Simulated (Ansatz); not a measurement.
# CH₃BSi: functionals against CCSD(T) at one geometry

An exercise on one series of results from a longer session: the logs are not shown, and one member is left open.

Program: Ansatz 0.2.0, Gaussian basis. Level of theory: single points in def2-TZVPP. These are calculated values, not measurements.

Correlated methods freeze the cores.

### The starting structure

SMILES `B1C=[SiH]1`, 6 atoms, charge 0, spin multiplicity 1.

Atoms are counted from 1 here; the program's logs count them from 0.

Bond lengths: B1–C2 1.435 Å, B1–Si3 1.855 Å, B1–H4 1.131 Å, C2–Si3 1.777 Å, C2–H5 1.057 Å, Si3–H6 1.401 Å. Angles: C2–B1–Si3 63.9°, C2–B1–H4 151.1°, Si3–B1–H4 144.7°, B1–C2–Si3 69.6°, B1–C2–H5 145.7°, Si3–C2–H5 144.7°, B1–Si3–C2 46.5°, B1–Si3–H6 172.7°, C2–Si3–H6 126.2°.

As a file:

```
B    -0.74700   -0.55670   -0.44350
C     0.47570    0.17070   -0.63360
Si   -0.01020    0.21200    1.07540
H    -1.57100   -1.22700   -0.83090
H     1.19810    0.49680   -1.33320
H     0.66960    0.86330    2.11310
```

The first run:

run/in.yaml reads:

```yaml
crystal:
  periodic: [false, false, false]
  atoms:
    - {symbol: B, position_ang: [-0.747000, -0.556700, -0.443500]}
    - {symbol: C, position_ang: [0.475700, 0.170700, -0.633600]}
    - {symbol: Si, position_ang: [-0.010200, 0.212000, 1.075400]}
    - {symbol: H, position_ang: [-1.571000, -1.227000, -0.830900]}
    - {symbol: H, position_ang: [1.198100, 0.496800, -1.333200]}
    - {symbol: H, position_ang: [0.669600, 0.863300, 2.113100]}
basis:
  gaussian: {orbitals: def2-TZVPP}
correlation: {method: ccsd_t}
output: {forces: true}
```

No record of the launch command was kept for these runs.

Steps of the session up to this table: CCSD(T)/def2-TZVPP; PBE0-D4/def2-TZVPP; wB97M-V/def2-TZVPP; r2SCAN-D4/def2-TZVPP; PBE-D4/def2-TZVPP; SPW92/def2-TZVPP; LC-wPBE/def2-TZVPP.

One of the session's tables, all rows but one given; the rest of the session is left out.

```
   method  RMS force component (eV/Å)  angle to CCSD(T) forces (°)  dipole (D)
  CCSD(T)                       0.737                    reference        1.56
  PBE0-D4                       0.796                         18.2        1.61
  wB97M-V                       0.743                         19.4        1.67
r2SCAN-D4                       0.775                         15.4        1.54
   PBE-D4                       0.803                         13.2        1.52
    SPW92                       0.903                         28.0        1.57
  LC-wPBE                           ?                            ?           ?
```

Estimate the missing values for LC-wPBE.

The run gave: RMS force component (eV/Å): 0.881; angle to CCSD(T) forces (°): 29.3; dipole (D): 1.81. In the column «RMS force component (eV/Å)» it lies between PBE-D4 (0.803) and SPW92 (0.903).
